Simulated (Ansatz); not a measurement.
## Relaxing SrZr₂SnO₆

Computed with Ansatz 0.2.0, DFT PBE, scalar-relativistic, plane waves, PAW. Cutoff 420 eV, Γ-centred k mesh, Gaussian smearing, no spin polarisation in the final step.

This is the end of a relaxation of cell and atoms.

```
Sr Zr Sn O
1.0
     4.07317   -4.13311    0.00000
     4.07317    4.13311    0.00000
     0.00000    0.00000    4.20967
Sr Zr Sn O
1 2 1 6
Direct
  0.50000 0.50000 0.50000
  0.00000 0.50000 0.00000
  0.50000 0.00000 0.00000
  0.00000 0.00000 0.50000
  0.00000 0.50000 0.50000
  0.50000 0.00000 0.50000
  0.31126 0.68874 0.00000
  0.68874 0.31126 0.00000
  0.80716 0.80716 0.00000
  0.19284 0.19284 0.00000
```

Formation energies are uncorrected and refer to the elements' standard structures at the same level (O₂ as a molecule).

Q: What space group does it have?

A: Cmmm (No. 65). Conventional cell: a = 8.146 Å, b = 8.266 Å, c = 4.210 Å. Sr has 4 O at 2.62 Å and 4 O at 2.90 Å; around Zr lie 6 O at 2.10–2.12 Å; around Sn lie 4 O at 2.63 Å and 4 O at 2.90 Å; O on Wyckoff site f (2 atoms of the primitive cell) has 2 Zr at 2.10 Å.

Q: What is its formation energy per atom?

A: -2.816 eV/atom.

Q: Is it a metal?

A: No, the gap on the 6×6×6 mesh is 2.40 eV.

The final run used a 6×6×6 mesh on its 10-atom cell and 0.02 eV smearing.

Cost: 2 runs of about 3.5 core-minutes in all, on Arm Neoverse V2 (shared hosts).